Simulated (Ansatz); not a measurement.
A calculation with Ansatz (development build ahead of 0.2.0).

```yaml
crystal:
  periodic: [false, false, false]
  atoms:
    - { symbol: S, position_ang: [0.0, 0.0, 0.0] }
    - { symbol: O, position_ang: [1.32616, 0.0, 0.0] }
    - { symbol: O, position_ang: [-0.66308, 1.14849, 0.0] }
    - { symbol: O, position_ang: [-0.66308, -1.14849, 0.0] }
basis:
  gaussian: { orbitals: "6-31G" }
hamiltonian:
  xc: hf
```

The input is written out in the form of the current development build from the run's settings.

Output:

```json
{"Converged": "yes", "Total energy": "-621.40605 hartree", "Spin squared of the determinant": "0.000"}
```

Caution: no unrestricted run beside it, a lower state can exist.
